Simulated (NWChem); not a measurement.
Atomisation of isobutane (C4H10)

SMILES: CC(C)C
```xyz
14

C      0.2512    -0.6885     1.2589
C     -0.3593    -0.0806     0.0000
C      0.2512    -0.6885    -1.2589
C     -0.2260     1.4391     0.0000
H      0.1257    -1.7826     1.2812
H      1.3329    -0.4774     1.3119
H     -0.2114    -0.2790     2.1708
H     -1.4385    -0.3226     0.0000
H      0.1257    -1.7826    -1.2812
H      1.3329    -0.4774    -1.3119
H     -0.2114    -0.2790    -2.1708
H     -0.6971     1.8861    -0.8897
H     -0.6971     1.8861     0.8897
H      0.8355     1.7399     0.0000
```
Charge 0, spin multiplicity 1.

Everything below was run with NWChem. All single points use one geometry, from PBE0/def2-SVP, a minimum by its harmonic frequencies.

Basis set: def2-TZVP. The atomisation energy is electronic alone: no zero-point, thermal, spin-orbit or counterpoise terms. No value is extrapolated to the basis-set limit. Free atoms are single determinants with multiplicities C 3, H 2. Correlated methods freeze the same cores in atoms and molecule, 4 orbitals in all.

| method | atomisation energy (kcal/mol) | relative cost |
|---|---|---|
| CAM-B3LYP | 1302.3 | 7 |
| BLYP | 1280.5 | under 3 |
| PBE | 1313.0 | under 3 |
| MP2 | 1264.7 | under 3 |
| HF | 996.0 | under 3 |
| B3LYP | 1293.5 | under 3 |
| PBE0 | 1302.5 | under 3 |
| TPSS | 1306.5 | under 3 |
| LDA (SVWN5) | 1462.3 | 1 |

The values span 466.3 kcal/mol, from HF (lowest) to LDA (SVWN5) (highest). The cost column gives rough processor time relative to LDA (SVWN5); each entry includes its own SCF. Costs are the molecule's.

B3LYP has NWChem's definition, with VWN1-RPA local correlation. GW and range-separated runs recompute their integrals, the others keep them in memory, which bears on the times. The stability of the SCF solutions was not checked. Open-shell Hartree-Fock references start from PBE0 orbitals; any time given for them includes that run.
